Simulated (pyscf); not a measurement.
Optimised with ωB97X-D3(BJ)/def2-SVP in PySCF.

**Question.** Estimate by transition-state theory the rate constant of HO–SiH₃ (SMILES O[SiH3]) + HO–BH–OH (SMILES OBO) -> HO–B(OH)–OH (SMILES OB(O)O) + SiH₄ (SMILES [SiH4]) (singlet surface; O–Si, B–H broken, B–O, H–Si formed) at 900 K, with ωB97M-D3(BJ)/def2-TZVP energies (ideal gas, 1 atm, RRHO with modes under 100 cm⁻¹ raised to 100, one conformer, R ln 2 for chiral ones without a mode under 150 cm⁻¹; no tunnelling).

**Answer.** The electronic barrier is 21.8 kcal/mol and the thermal terms add +37.7, so ΔG‡ = 59.5 kcal/mol. With k_BT/h = 1.88e+13 s⁻¹ and RT = 1.788 kcal/mol, and a volume of 1.23e-19 cm³ per molecule at 1 atm, k = 8.2e-21 cm³ molecule⁻¹ s⁻¹. Wigner's tunnelling factor for 386i cm⁻¹ would be 1.02. A shift of 1 kcal/mol in the barrier changes k by a factor 1.7. On the reactant side the descent ends in a complex (not fully relaxed), 5.9 kcal/mol under the separated species and 27.1 kcal/mol under the saddle at ωB97X-D3(BJ)/def2-TZVP. The reactants may also form a dative adduct at HO–BH–OH; it and routes through it were not searched. This is the saddle that the search found; another between the same sides may lie lower.
